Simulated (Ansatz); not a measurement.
Born–Oppenheimer molecular dynamics of CH6AlSi (9 atoms, charge 0, multiplicity 2). It starts from a relaxed structure.

All numbers below come from Ansatz, UHF/6-31G.

| Property | Result |
| --- | --- |
| ensemble | NVT, Langevin thermostat |
| time step | 0.5 fs |
| steps asked | 400 |
| set temperature | 2000 K |
| friction | 0.01 /fs |
| seed | 275491 |

Frames 1 fs apart, positions in Å.

Velocities at 80.0 fs (Å/ps):

```
C -8.95 10.77 -1.52
Al -4.58 -14.67 -6.18
Si 1.05 -0.16 -2.87
H -47.59 -83.13 -17.23
H 6.30 -22.45 -1.69
H 43.49 65.10 29.43
H 8.67 111.53 -8.35
H -2.86 0.92 -20.88
H 6.39 13.38 -3.52
```

```xyz
9
Properties=species:S:1:pos:R:3 time_fs=80.0 energy_less_start_eV=2.340 T=1807
C -0.938 1.048 -1.389
Al 0.851 0.474 -0.354
Si 0.461 -1.494 1.419
H -1.267 0.844 -0.517
H -0.808 2.236 -1.587
H -1.361 0.317 -2.185
H 2.185 1.539 -0.432
H -0.365 -0.911 2.740
H 1.254 -2.705 1.511
9
Properties=species:S:1:pos:R:3 time_fs=81.0 energy_less_start_eV=1.838 T=2134
C -0.944 1.060 -1.392
Al 0.847 0.460 -0.360
Si 0.462 -1.493 1.417
H -1.329 0.759 -0.507
H -0.806 2.195 -1.590
H -1.310 0.390 -2.154
H 2.188 1.641 -0.437
H -0.363 -0.918 2.716
H 1.269 -2.698 1.507
9
Properties=species:S:1:pos:R:3 time_fs=82.0 energy_less_start_eV=1.788 T=2115
C -0.944 1.075 -1.397
Al 0.844 0.446 -0.366
Si 0.461 -1.492 1.416
H -1.414 0.680 -0.474
H -0.818 2.127 -1.592
H -1.254 0.466 -2.124
H 2.183 1.729 -0.440
H -0.351 -0.937 2.682
H 1.293 -2.701 1.502
9
Properties=species:S:1:pos:R:3 time_fs=83.0 energy_less_start_eV=2.285 T=1769
C -0.939 1.092 -1.396
Al 0.841 0.433 -0.373
Si 0.460 -1.490 1.415
H -1.514 0.622 -0.452
H -0.841 2.059 -1.593
H -1.204 0.523 -2.126
H 2.171 1.802 -0.437
H -0.324 -0.964 2.640
H 1.313 -2.699 1.495
9
Properties=species:S:1:pos:R:3 time_fs=84.0 energy_less_start_eV=2.597 T=1426
C -0.930 1.107 -1.387
Al 0.838 0.421 -0.380
Si 0.458 -1.487 1.415
H -1.613 0.589 -0.455
H -0.863 2.027 -1.595
H -1.163 0.541 -2.176
H 2.155 1.861 -0.434
H -0.291 -0.992 2.594
H 1.331 -2.704 1.496
9
Properties=species:S:1:pos:R:3 time_fs=85.0 energy_less_start_eV=2.442 T=1736
C -0.921 1.114 -1.372
Al 0.835 0.411 -0.387
Si 0.454 -1.484 1.413
H -1.697 0.576 -0.493
H -0.882 2.055 -1.597
H -1.126 0.537 -2.260
H 2.131 1.905 -0.434
H -0.256 -1.020 2.557
H 1.346 -2.715 1.506
9
Properties=species:S:1:pos:R:3 time_fs=86.0 energy_less_start_eV=2.234 T=1959
C -0.912 1.115 -1.352
Al 0.833 0.402 -0.396
Si 0.451 -1.481 1.410
H -1.762 0.584 -0.563
H -0.905 2.128 -1.606
H -1.086 0.532 -2.352
H 2.091 1.925 -0.436
H -0.218 -1.043 2.534
H 1.356 -2.715 1.517
9
Properties=species:S:1:pos:R:3 time_fs=87.0 energy_less_start_eV=2.203 T=1986
C -0.903 1.109 -1.331
Al 0.830 0.393 -0.406
Si 0.448 -1.479 1.407
H -1.799 0.616 -0.657
H -0.917 2.218 -1.605
H -1.046 0.535 -2.424
H 2.041 1.920 -0.440
H -0.197 -1.067 2.538
H 1.369 -2.704 1.539
9
Properties=species:S:1:pos:R:3 time_fs=88.0 energy_less_start_eV=2.177 T=2119
C -0.894 1.103 -1.311
Al 0.826 0.385 -0.415
Si 0.446 -1.475 1.404
H -1.815 0.666 -0.776
H -0.926 2.293 -1.585
H -0.999 0.549 -2.471
H 1.984 1.896 -0.440
H -0.191 -1.087 2.568
H 1.383 -2.690 1.556
9
Properties=species:S:1:pos:R:3 time_fs=89.0 energy_less_start_eV=2.068 T=2226
C -0.886 1.095 -1.296
Al 0.822 0.377 -0.424
Si 0.444 -1.471 1.399
H -1.824 0.729 -0.911
H -0.937 2.337 -1.539
H -0.952 0.585 -2.489
H 1.922 1.852 -0.444
H -0.193 -1.094 2.613
H 1.392 -2.672 1.572
9
Properties=species:S:1:pos:R:3 time_fs=90.0 energy_less_start_eV=1.941 T=2466
C -0.877 1.084 -1.282
Al 0.819 0.371 -0.433
Si 0.444 -1.468 1.392
H -1.833 0.799 -1.045
H -0.946 2.342 -1.487
H -0.902 0.639 -2.477
H 1.861 1.787 -0.443
H -0.206 -1.096 2.669
H 1.402 -2.648 1.588
9
Properties=species:S:1:pos:R:3 time_fs=91.0 energy_less_start_eV=1.745 T=2788
C -0.866 1.076 -1.273
Al 0.815 0.365 -0.440
Si 0.443 -1.465 1.384
H -1.861 0.862 -1.175
H -0.944 2.302 -1.423
H -0.856 0.707 -2.446
H 1.798 1.717 -0.445
H -0.223 -1.099 2.728
H 1.415 -2.611 1.606
```

Of the whole run (200 fs, mean temperature of the second half 2293 K): The mean temperature of the second half is 15 % above the set value. A run of 0.2 ps of so small a system gives no equilibrium averages. Limits of this set-up: no polarisation functions.

Run time: 18 min on 1 thread of AMD EPYC (Zen 3), on a shared host, peak memory 0.11 GiB.
